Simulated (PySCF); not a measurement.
Gas-phase reaction: H₂SiO + 2 H → H₃SiOH

Energies from PySCF (xtb for GFN2), thermal terms from the rigid-rotor harmonic-oscillator model, ideal gas at 1 bar. † marks an energy on the PBE0/def2-TZVP geometry and frequencies; other levels use their own. MP2 and CCSD(T) freeze the core. Open shells (unrestricted): H (multiplicity 2); the rest are closed-shell singlets. GFN2 has no spin-polarisation term. B3LYP is the form with VWN-RPA correlation. H₂SiO, H₃SiOH: computed as isolated molecules; such fragments, hydroxides, amides, oligomers or adducts are transient or little studied in the gas. MP2 isn't extrapolated to the basis-set limit; its ΔH°(298 K) is -572.9 kJ in def2-SVP and -589.1 kJ in def2-TZVPP. CCSD(T) isn't extrapolated to the basis-set limit; its ΔH°(298 K) is -599.3 kJ in def2-SVP and -616.5 kJ in def2-TZVPP. The harmonic model lacks anharmonicity and excited electronic states, which grow with temperature; levels with a mode under 35 cm⁻¹ are left out. Internal rotation in H₃SiOH is treated as a harmonic vibration of one conformer, which makes the entropy rough. Warning, large T1 diagnostic: H₂SiO (CCSD(T)/def2-SVP†).

```json
[
 {"level": "B3LYP/def2-TZVP†", "ΔE electronic, kJ": "-653", "ΔH°(298 K), kJ": "-611", "ΔS°(298 K), J/K": "-207", "ΔG°(800 K), kJ": "-440"},
 {"level": "BLYP/def2-TZVP†", "ΔE electronic, kJ": "-623", "ΔH°(298 K), kJ": "-581", "ΔS°(298 K), J/K": "-207", "ΔG°(800 K), kJ": "-410"},
 {"level": "CCSD(T)/def2-SVP†", "ΔE electronic, kJ": "-641", "ΔH°(298 K), kJ": "-599", "ΔS°(298 K), J/K": "-207", "ΔG°(800 K), kJ": "-428"},
 {"level": "GFN2-xTB", "ΔE electronic, kJ": "-594", "ΔH°(298 K), kJ": "-557", "ΔS°(298 K), J/K": "-208", "ΔG°(800 K), kJ": "-386"},
 {"level": "MP2/def2-TZVPP†", "ΔE electronic, kJ": "-631", "ΔH°(298 K), kJ": "-589", "ΔS°(298 K), J/K": "-207", "ΔG°(800 K), kJ": "-418"},
 {"level": "PBE/def2-TZVP†", "ΔE electronic, kJ": "-625", "ΔH°(298 K), kJ": "-583", "ΔS°(298 K), J/K": "-207", "ΔG°(800 K), kJ": "-411"},
 {"level": "PBE0/def2-QZVP†", "ΔE electronic, kJ": "-654", "ΔH°(298 K), kJ": "-612", "ΔS°(298 K), J/K": "-207", "ΔG°(800 K), kJ": "-441"},
 {"level": "PBE0/def2-TZVP", "ΔE electronic, kJ": "-650", "ΔH°(298 K), kJ": "-608", "ΔS°(298 K), J/K": "-207", "ΔG°(800 K), kJ": "-437"},
 {"level": "LDA/def2-TZVP†", "ΔE electronic, kJ": "-694", "ΔH°(298 K), kJ": "-652", "ΔS°(298 K), J/K": "-207", "ΔG°(800 K), kJ": "-481"},
 {"level": "ωB97M-V/def2-TZVP†", "ΔE electronic, kJ": "-659", "ΔH°(298 K), kJ": "-617", "ΔS°(298 K), J/K": "-207", "ΔG°(800 K), kJ": "-446"},
 {"level": "ωB97X-V/def2-TZVP†", "ΔE electronic, kJ": "-663", "ΔH°(298 K), kJ": "-621", "ΔS°(298 K), J/K": "-207", "ΔG°(800 K), kJ": "-450"}
]
```
ΔH° is lowest at LDA/def2-TZVP† and highest at GFN2-xTB. No reference value is set beside these.
